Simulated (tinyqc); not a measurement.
The integration grid: Kohn-Sham M06L on finer and finer grids in the sto-3g basis, for LiH+, spin multiplicity 2. Computed by the program tinyqc with PySCF. 

Geometry (angstrom):
```
atom       x       y       z
Li    0.0000  0.0000  0.0000
H     0.0000  0.0000  1.5920
```

Self-consistent on each grid; the net force on the molecule should vanish.

Kohn-Sham energy on Becke grids (radial x angular points per atom):
```
grid       points  residual of the electron count  E (hartree)  E - finest (mhartree)  largest net force without grid terms (hartree/bohr)
10 x 14       275                        1.50e-02     -7.71107              -47.40920                                             3.01e-02
15 x 26       771                       -1.56e-02     -7.63522               28.43319                                             3.98e-03
20 x 50      1989                        3.72e-04     -7.65644                7.21931                                             5.06e-04
30 x 86      5142                        1.50e-04     -7.66556               -1.89982                                             5.15e-05
50 x 194    19360                       -1.03e-05     -7.66365                0.00561                                             4.71e-04
75 x 302    45207                        9.09e-07     -7.66365                0.00321                                             1.93e-05
120 x 590  141400                        5.09e-09     -7.66366                0.00000                                             2.13e-05
```

The energy is within 0.1 mhartree of the finest grid first at 50 x 194. The error has both signs, since quadrature is not variational. The electron count and the net force are cheap signs of a poor grid.
